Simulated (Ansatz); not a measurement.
A made-up structure of AlBH₃Cl, singlet:

| atom | x (Å) | y (Å) | z (Å) |
| --- | --- | --- | --- |
| Al1 | -0.7749 | 0.4364 | -0.5782 |
| B2 | 0.6903 | -0.3407 | 0.7573 |
| Cl3 | 1.9462 | -1.3659 | 0.0839 |
| H4 | -2.1068 | -0.3792 | -0.8829 |
| H5 | 2.7477 | -2.2340 | -0.5268 |
| H6 | 0.7863 | -0.1756 | 1.9390 |

It is relaxed with PBE-D4/def2-SVP and then PBE0-D4/def2-TZVP (Ansatz 0.2.0). Atoms count as bonded within 1.22 times the sum of their covalent radii (H–H: 0.88 Å). The end point is not checked to be a true minimum.

(1) Does its bonding change? (Judge from chemistry; the calculation decides.)

Answers

(1) By the calculation: No: no bond forms or breaks.

Where it ends: The first stage lowers the energy by 2.10 eV in 12 steps. It ends as AlBH₃Cl ([AlH][BH][ClH]):
```tsv
atom	x (Å)	y (Å)	z (Å)
Al1	-0.7535	0.1015	-0.4761
B2	0.6083	-0.5231	0.8115
Cl3	1.6285	-1.9493	0.1183
H4	-2.2242	-0.0263	-1.0683
H5	2.8590	-1.6507	-0.3212
H6	1.1708	-0.0110	1.7282
```

Labels in which every atom is bracketed show which atoms are joined, not bond orders.

For scale, one of the runs: PBE0-D4/def2-TZVP relaxation, 123 basis functions, launched by `ansatz run in.yaml --threads 2 --pin off --events-out ev --progress --plain --max-ram 4352MiB`. Hardware: 2 CPU threads of an Arm Neoverse V1, shared host. Wall time about 23 s.
